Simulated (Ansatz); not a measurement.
What a trial cell of CdIr relaxes into

All numbers below come from DFT PBE, scalar-relativistic, plane waves, PAW (Ansatz). Cutoff 420 eV, Γ-centred k mesh, Gaussian smearing, no spin polarisation in the final step.

CdIr was placed on the CoSn structure type (P6/mmm, No. 191), with Cd in place of Co, Ir in place of Sn, at a guessed volume.

```
Cd Ir
1.0
     5.34530    0.00000    0.00000
    -2.67265    4.62916    0.00000
     0.00000    0.00000    4.31268
Cd Ir
3 3
Direct
  0.50000 0.00000 0.00000
  0.50000 0.50000 0.00000
  0.00000 0.50000 0.00000
  0.00000 0.00000 0.00000
  0.33333 0.66667 0.50000
  0.66667 0.33333 0.50000
```

Cell and atoms relax at zero pressure; the relaxation can't lower the symmetry of the start. After a coarse first stage the cell is made exact in the group found at 0.06 Å.

The zero of energy is the elements' standard structures at the same level; no fitted shifts are applied.

**Question.** Describe the relaxed structure.

**Answer.** It keeps P6/mmm (No. 191). The result has the CoSn (Cd on Co sites) structure. Conventional cell: a = 5.560 Å, c = 4.523 Å. Cd has 6 Ir at 2.77–2.78 Å and 4 Cd at 2.78 Å; around Ir on Wyckoff site a (1 atom of the primitive cell) lie 6 Cd at 2.78 Å; Ir on Wyckoff site d (2 atoms of the primitive cell) is coordinated by 6 Cd at 2.77 Å and 3 Ir at 3.21 Å.

```
Cd Ir
1.0
     5.56037    0.00000    0.00000
    -2.78018    4.81542    0.00000
     0.00000    0.00000    4.52312
Cd Ir
3 3
Direct
  0.50000 0.00000 0.00000
  0.50000 0.50000 0.00000
  0.00000 0.50000 0.00000
  0.00000 0.00000 0.00000
  0.33333 0.66667 0.50000
  0.66667 0.33333 0.50000
```

**Question.** What are its volume, energy, density and gap?

**Answer.** The volume per atom is 20.18 Å³. The density is 12.53 g/cm³ and the energy over the elements is 1.11 eV/atom. The gap on the 12×12×8 mesh is 0 eV (a metal).

The final run used a 12×12×8 mesh on its 6-atom cell and 0.10 eV smearing. For metals, differences of a few meV/atom aren't resolved. Spin–orbit coupling is left out. A structure relaxed within its symmetry needn't be a true minimum.

Cost: 3 runs of about 0.93 core-minutes in all, on Intel Xeon 6975P-C (Granite Rapids) (shared hosts).